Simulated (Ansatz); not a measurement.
**doublet CH4Si+: levels of theory compared**

We compute a comparison of 5 runs (U-r2SCAN/STO-3G, U-wB97M-V/STO-3G, UB2PLYP/STO-3G, RPA@PBE/STO-3G, UBCCD(T)/STO-3G) of doublet CH4Si+. 

The calculation is run with Ansatz 0.2.0.

40 further runs of the same task are left out: 40 set aside as unsound or not needed.

**1. The molecule**

CH4Si+: 6 atoms, total charge +1, spin state doublet. As SMILES of the parent species, `[CH][SiH3]`. The coordinates come from a GFN2-xTB relaxation. That shape belongs to the parent species and isn't relaxed for this state.

Bond lengths: C1–Si2 1.808 Å, C1–H3 1.070 Å, Si2–H4 1.473 Å, Si2–H5 1.473 Å, Si2–H6 1.464 Å. Angles: C1–Si2–H4 110.4°, C1–Si2–H5 110.4°, C1–Si2–H6 109.0°, Si2–C1–H3 147.9°, H4–Si2–H5 108.7°, H4–Si2–H6 109.2°, H5–Si2–H6 109.2°.

**2. The energy at U-r2SCAN/STO-3G (run 1)**

input.yaml reads:

```yaml
crystal:
  periodic: [false, false, false]
  atoms:
    - {symbol: C, position_ang: [0.667310, -0.852170, 0.734600]}
    - {symbol: Si, position_ang: [-0.258900, 0.404300, -0.178590]}
    - {symbol: H, position_ang: [1.137890, -1.813490, 0.730980]}
    - {symbol: H, position_ang: [-1.544120, -0.143200, -0.644620]}
    - {symbol: H, position_ang: [0.511450, 0.860970, -1.347520]}
    - {symbol: H, position_ang: [-0.513620, 1.543590, 0.705170]}
basis:
  gaussian:
    orbitals: STO-3G
total_charge: 1
magnetization:
  spin_polarized: true
  initial_magnetization: 1
hamiltonian:
  xc: {name: r2SCAN}
accuracy: high
```

Started as:

```console
$ ansatz run input.yaml --threads 1 --pin off --max-ram 2610MiB --events-out events.jsonl --progress --plain --runs-dir runs
```

Standard output:

```text
Warning: RAYON_NUM_THREADS=1 ignored (pool sized by the plan → 1); use --threads N
Functional definition: r2SCAN
  name "r2SCAN"
  parameter k0 = 0.174
  parameter k1 = 0.065
  parameter a1 = 4.9479
  exchange = r2scan_x(k0 = k0, k1 = k1, a1 = a1)
  correlation = r2scan_c
311 factors; integrals over basis functions are off by at most 7.9e-9 eV
mean field evaluation 1: about -8862.0880 eV, gradient 6.4e0 eV
mean field evaluation 2: about -8862.3311 eV, gradient 3.8e0 eV
mean field evaluation 4: about -8862.4343 eV, gradient 8.6e-1 eV
mean field evaluation 8: about -8862.3798 eV, gradient 2.4e-2 eV
mean field evaluation 16: about -8862.3799 eV, gradient 3.0e-5 eV
mean field evaluation 32: about -8861.9599 eV, gradient 1.2e0 eV
mean field -8862.37986507 eV, -325.6864529046 hartree, gradient 5.5e-8 eV, S^2 0.765286; 3 other end points of the search recorded, 0 dependent functions left out
reference -8862.37986599 eV, -325.6864529381 hartree; 12, 11 occupied and 6, 7 virtual orbitals, 311 factors
Total energy: -8862.37986599 eV, -325.6864529381 hartree
```

It took 6.6 s on 1 thread of Arm Neoverse V1, shared host; peak memory 0.22 GiB.

**3. The energy at U-wB97M-V/STO-3G (run 2)**

job.yaml reads:

```yaml
crystal:
  periodic: [false, false, false]
  atoms:
    - {symbol: C, position_ang: [0.667310, -0.852170, 0.734600]}
    - {symbol: Si, position_ang: [-0.258900, 0.404300, -0.178590]}
    - {symbol: H, position_ang: [1.137890, -1.813490, 0.730980]}
    - {symbol: H, position_ang: [-1.544120, -0.143200, -0.644620]}
    - {symbol: H, position_ang: [0.511450, 0.860970, -1.347520]}
    - {symbol: H, position_ang: [-0.513620, 1.543590, 0.705170]}
basis:
  gaussian:
    orbitals: STO-3G
total_charge: 1
magnetization:
  spin_polarized: true
  initial_magnetization: 1
hamiltonian:
  xc: {name: wB97M-V}
accuracy: high
```

Started as:

```console
$ ansatz run job.yaml --threads 1 --pin off --max-ram 2610MiB --events-out events.jsonl --progress --plain --runs-dir runs
```

Standard output, cut to the lines that bear on the results:

```text
Warning: RAYON_NUM_THREADS=1 ignored (pool sized by the plan → 1); use --threads N
Functional definition: wB97M-V
  name "wB97M-V"
[...]
  gx(w, u) = 1 - cx + cx01*u + cx10*w
  gss(w, u) = css00 + css04*u^4 + css10*w + css20*w^2 + css43*w^4*u^3
  gos(w, u) = cos00 + cos10*w + (cos20 + cos21*u)*w^2 + (cos60 + cos61*u)*w^6
[...]
      + integral(e_c_pw_mod_opposite_spin*gos(b97_w_opposite, b97_u_opposite)) + vv10(b, c)
311 factors; integrals over basis functions are off by at most 7.9e-9 eV
146 factors; integrals over basis functions are off by at most 1.0e-9 eV
[...]
mean field -8863.74055468 eV, -325.7364573254 hartree, gradient 3.7e-8 eV, S^2 0.757360; 2 other end points of the search recorded, 0 dependent functions left out
reference -8863.74055726 eV, -325.7364574200 hartree; 12, 11 occupied and 6, 7 virtual orbitals, 311 factors
Total energy: -8863.74055726 eV, -325.7364574200 hartree
```

It took 30 s on 1 thread of Arm Neoverse V1, shared host; peak memory 0.5 GiB.

Runs 3 to 4 aren't shown in full; the table further down has their settings and results.

**4. The energy at UBCCD(T)/STO-3G (run 5)**

molecule.yaml reads:

```yaml
crystal:
  periodic: [false, false, false]
  atoms:
    - {symbol: C, position_ang: [0.667310, -0.852170, 0.734600]}
    - {symbol: Si, position_ang: [-0.258900, 0.404300, -0.178590]}
    - {symbol: H, position_ang: [1.137890, -1.813490, 0.730980]}
    - {symbol: H, position_ang: [-1.544120, -0.143200, -0.644620]}
    - {symbol: H, position_ang: [0.511450, 0.860970, -1.347520]}
    - {symbol: H, position_ang: [-0.513620, 1.543590, 0.705170]}
basis:
  gaussian: {orbitals: STO-3G}
total_charge: 1
magnetization: {spin_polarized: true, initial_magnetization: 1}
correlation: {method: bccd_t, frozen_orbitals: {C: 1, H: 0, Si: 5}}
accuracy: high
scf: {omitted_lower_state_checks: [cluster_reference, increment]}
```

Started as:

```console
$ ansatz run molecule.yaml --threads 1 --pin off --max-ram 2610MiB --events-out events.jsonl --progress --plain --runs-dir runs
```

Standard output:

```text
Warning: RAYON_NUM_THREADS=1 ignored (pool sized by the plan → 1); use --threads N
[... 13 lines left out ...]
6 core orbitals not correlated: weight in the atoms' cores, before any rotation towards them, 1.000 or more for the frozen orbitals, at most 0.000 for the correlated occupied ones
[... 34 lines left out ...]
Total energy: -8845.36196302 eV, -325.0610565392 hartree
Checks for a lower state left out: cluster_reference, increment
```

It took 0.36 s on 1 thread of Arm Neoverse V1, shared host.

**5. All runs side by side**

```csv
run,level,frozen core orbitals,energy (Eh),⟨S²⟩,wall time
1,U-r2SCAN/STO-3G,–,-325.686453,0.765,6.6 s
2,U-wB97M-V/STO-3G,–,-325.736457,0.757,30 s
3,UB2PLYP/STO-3G,6,-325.524672,0.755,2.5 s
4,RPA@PBE/STO-3G,6,-325.123086,0.764,3.6 s
5,UBCCD(T)/STO-3G,6,-325.061057,0.756,0.36 s
```

**6. Results**

| quantity | value |
| --- | --- |
| run 5: total energy | -325.06106 Eh |
| run 5: correlation energy (6 core orbitals frozen) | -103.3 mEh |
| run 5: (T) correction | -1.86 mEh |
| run 5: ⟨S²⟩ of the reference determinant | 0.756 |

**Reading.** Totals of different functionals can't be ranked against each other. In runs 1, 2, 3, 4, 5 the basis is minimal, so the values are rough. All runs together took 43 s, the longest 30 s.
